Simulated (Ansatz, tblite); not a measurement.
Cost and result up the ladder for (H3Si)2NH (Si2NH7) (10 atoms). Charge 0, multiplicity 1. Geometry: B3LYP-D4/def2-TZVP.

```xyz
10

Si   -0.269   -1.527   -0.237
H     0.781   -2.552   -0.456
H    -0.750   -1.582    1.161
H    -1.399   -1.855   -1.142
N     0.373    0.059   -0.504
Si    0.144    1.503    0.423
H     1.430    2.225    0.579
H    -0.381    1.103    1.747
H    -0.817    2.448   -0.203
H     0.888    0.177   -1.367
```

Ansatz on 4 threads of AMD EPYC 9R45 on a shared host; xTB runs through tblite on one thread. Times are rough, summed over both states, and most runs start from the orbitals of an earlier one. PBE0-D4/def2-TZVP serves as the yardstick here, not as an exact answer. The other state is a triplet.

The xTB rows come from tblite.

xTB has no spin-polarisation term.

| level | functions | vertical triplet (eV) | difference from PBE0-D4/def2-TZVP (eV) |
| --- | --- | --- | --- |
| PBE-D4/def2-TZVP | 147 | 5.21 | -0.40 |
| GFN1-xTB | 36 | 6.43 | 0.83 |
| GFN2-xTB | 29 | 5.50 | -0.10 |
| PBE0-D4/def2-TZVP (with forces) | 147 | 5.60 | 0.00 |
| r2SCAN-D4/def2-TZVP | 147 | 5.43 | -0.17 |

**Question.** Estimate how long each takes.

**Answer.** GFN2-xTB 0.005 s; GFN1-xTB 0.041 s; PBE-D4/def2-TZVP 1.2 s; PBE0-D4/def2-TZVP (with forces) 1.6 s; r2SCAN-D4/def2-TZVP 2 s. On shared hardware such times vary by a factor of up to 3.
